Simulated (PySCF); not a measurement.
Below is a simulated gas-phase C 1s photoelectron spectrum of `C/C=N/O` ((E)-acetaldoxime).

Every computed line was given a Gaussian of 1.0 eV full width at half maximum and an area set by the number of equivalent atoms; the highest printed point is 100. The calculation used PySCF 2.14.0, delta-SCF UKS SCAN, pcX-2 on the ionised atom, pcseg-1 elsewhere, spin-free X2C.

binding energy (eV), intensity and a bar:
```
    289.7          0 
    289.8          0 
    289.9          1 
    290.0          1 
    290.1          2 #
    290.2          4 #
    290.3          7 ##
    290.4         12 ####
    290.5         18 ######
    290.6         27 ########
    290.7         37 ###########
    290.8         49 ###############
    290.9         62 ###################
    291.0         75 #######################
    291.1         86 ##########################
    291.2         95 ############################
    291.3        100 ##############################
    291.4        100 ##############################
    291.5         96 #############################
    291.6         88 ##########################
    291.7         77 #######################
    291.8         65 ###################
    291.9         52 ################
    292.0         40 ############
    292.1         29 #########
    292.2         20 ######
    292.3         13 ####
    292.4          8 ##
    292.5          5 #
    292.6          3 #
    292.7          1 
    292.8          1 
    292.9          0 
    293.0          0
```

Task: How many maxima does the curve show, and how many computed lines lie under it?

Result: The curve has 1 maximum (at 291.4 eV). Under it lie 2 lines from 2 inequivalent carbon sites. At this width some lines have no maximum of their own.

Task: Decompose the envelope and assign each component. Numbering: `[CH3:1]/[CH:2]=[N:3]/[OH:4]`.

Result: 
```csv
position (eV),relative area,line,atoms,environment
291.17,1,C 1s,C1,methyl carbon
291.55,1,C 1s,C2,C=N carbon
```

Task: What are the centre and the root-mean-square width of the whole band?

Result: The area-weighted mean of the lines is 291.36 eV. Their own spread about it is 0.19 eV (rms) and each Gaussian has σ = 1.0/2.355 = 0.42 eV; the variances add, which gives 0.46 eV.

Task: Above which line width would these two lines show one maximum?

Result: Two equal Gaussians merge once their distance is under 2σ = FWHM/1.177. With 0.37 eV between them that is a full width over 0.44 eV.

Lowest listed C 1s: C1, bonded to C and 3 H. Highest, 0.38 eV above it: C2, bonded to N (double bond), C and H.

Shake-up satellites, vibrational structure and lifetime widths aren't simulated. The structure is a single PBE0-D3(BJ)/def2-SVP conformer in the gas phase; no vibrational or solvent corrections.

Shape of the structure used: `[CH3:1]/[CH:2]=[N:3]/[OH:4]`: H–O4–N3–C2 180°.
